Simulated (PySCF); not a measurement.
Calculation: B3LYP-D3(BJ)/def2-TZVP (PySCF). Gas-phase values, no solvent. B3LYP has the VWN-RPA correlation part, as in Gaussian. Excitations are Tamm–Dancoff values on a coarser integration grid. The basis has no diffuse functions, so Rydberg states are missing or too high.

Reference species (SMILES): `Br[Si](Br)(Cl)Cl` (neutral, multiplicity 1).

```yaml
S1 oscillator strength: 0.007
LUMO: -1.63 eV
S1 excitation (TDA): 5.89 eV
```

Changed species: `Cl[Si](Cl)(Cl)Cl` (0 of 4 Cl replaced by Br; the reference has 2 of 4 Cl replaced by Br).

**Question.** Predict the effect on the S1 oscillator strength, LUMO and S1 excitation (TDA).

**Answer.** the S1 oscillator strength stays essentially unchanged; the LUMO rises by 0.63 eV, to -1.00 eV; the S1 excitation (TDA) goes up by 1.24 eV, to 7.13 eV.
